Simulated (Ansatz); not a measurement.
Write a Python script for the Python package of Ansatz (0.2.0) that makes a saddle search for pyramidal inversion of CH2S (charge -1), SMILES [CH2][S-]. Use (for the species named): Hartree-Fock, 6-31G* basis, multiplicity 2.

```xyz
4

C    -0.1970    0.0032    0.3111
S     1.5376   -0.0443   -0.0708
H    -0.6438    0.9260   -0.1126
H    -0.6967   -0.8848   -0.1277
```

`run_ts.py`
```python
"""Saddle point for pyramidal inversion in CH2S(-)."""

import itertools
import warnings

import ansatz as az
from ase.data import atomic_numbers, covalent_radii
import numpy as np


def main() -> None:
    warnings.simplefilter("ignore", az.DeckWarning)

    molecule = (
        az.Crystal.molecule()
        .atom("C", (-0.197, 0.0032, 0.3111))
        .atom("S", (1.5376, -0.0443, -0.0708))
        .atom("H", (-0.6438, 0.926, -0.1126))
        .atom("H", (-0.6967, -0.8848, -0.1277))
    )

    calculation = molecule.calculation().basis(gaussian="6-31G*").functional("hf").charge(-1).spin("collinear", total=1)
    symbols = [site.symbol for site in molecule.cartesian_sites]
    start = np.array([site.position_ang for site in molecule.cartesian_sites], dtype=float)
    data = calculation.relax(force_tolerance=0.005).run(threads=1).report
    end = np.array(data["positions_ang"])

    # start with the apex atom pushed most of the way into the plane of its neighbours
    a, b, d = end[[1, 2, 3]]
    normal = np.cross(b - a, d - a)
    normal /= np.linalg.norm(normal)
    flat = end.copy()
    flat[0] -= 0.8 * ((end[0] - a) @ normal) * normal
    guess = np.zeros_like(flat)
    guess[0] = normal
    near = az.Crystal.molecule()
    for symbol, place in zip(symbols, flat):
        near = near.atom(symbol, place.tolist())
    search = near.calculation()
    search = search.basis(gaussian="6-31G*").functional("hf")
    search = search.charge(-1)
    search = search.spin("collinear", total=1)
    search = search.saddle(mode_guess=guess.tolist(), force_tolerance=0.01, max_steps=40)
    steps = []
    top = search.session().plan().execute(on_event=lambda e: steps.append(e["data"]) if e["event"] == "saddle_step" else None).report
    for s in steps:
        print(f"step {s['step']:2d}  E = {s['lagrangian_ev']:.5f} eV  force {s['allowed_force_max_ev_ang']:.4f} eV/A  curvature {s['curvature_ev_ang2']:.3f} eV/A^2")
    print(f"minimum {data['free_energy_ev']:.5f} eV, saddle {top['free_energy_ev']:.5f} eV")
    print(f"electronic barrier {(top['free_energy_ev'] - data['free_energy_ev']):.2f} eV")
    saddle = np.array(top["positions_ang"])
    # pairs closer than 1.2 times the sum of covalent radii, before or after
    radius = [covalent_radii[atomic_numbers[s]] for s in symbols]
    span = lambda where, i, j: np.linalg.norm(where[i] - where[j])
    bonded = [(i, j) for i, j in itertools.combinations(range(len(symbols)), 2) if min(span(end, i, j), span(saddle, i, j)) < 1.2 * (radius[i] + radius[j])]
    print("pair        before    after (A)")
    for i, j in bonded:
        print(f"{symbols[i]}{i}-{symbols[j]}{j}".ljust(10), f"{span(end, i, j):8.4f} {span(saddle, i, j):8.4f}")


if __name__ == "__main__":
    main()
```

`python run_ts.py` gives:
```text
step  1  E = -11877.74795 eV  force 0.1213 eV/A  curvature -0.987 eV/A^2
step  2  E = -11877.74856 eV  force 0.0201 eV/A  curvature -0.704 eV/A^2
step  3  E = -11877.74855 eV  force 0.0112 eV/A  curvature -0.686 eV/A^2
step  4  E = -11877.74852 eV  force 0.0110 eV/A  curvature -0.696 eV/A^2
step  5  E = -11877.74844 eV  force 0.0284 eV/A  curvature -0.735 eV/A^2
step  6  E = -11877.74843 eV  force 0.0278 eV/A  curvature -0.774 eV/A^2
step  7  E = -11877.74844 eV  force 0.0117 eV/A  curvature -0.812 eV/A^2
step  8  E = -11877.74844 eV  force 0.0005 eV/A  curvature -0.817 eV/A^2
minimum -11877.75022 eV, saddle -11877.74844 eV
electronic barrier 0.00 eV
pair        before    after (A)
C0-S1        1.7395   1.7379
C0-H2        1.0829   1.0818
C0-H3        1.0829   1.0818
```

Caveats:
- Total energies depend on the basis set; only differences at equal settings carry meaning.
- The energies are electronic: no zero-point or thermal terms, and the basis set is short of its limit. No separate frequency run checks the order of the saddle point.
- The run takes the species as open-shell (spin multiplicity 2), which needn't be its ground state.
- Anions want diffuse functions, which this basis lacks.
- Timing: 15 s on 1 thread of Arm Neoverse V1, on a shared host, peak memory 0.17 GiB.
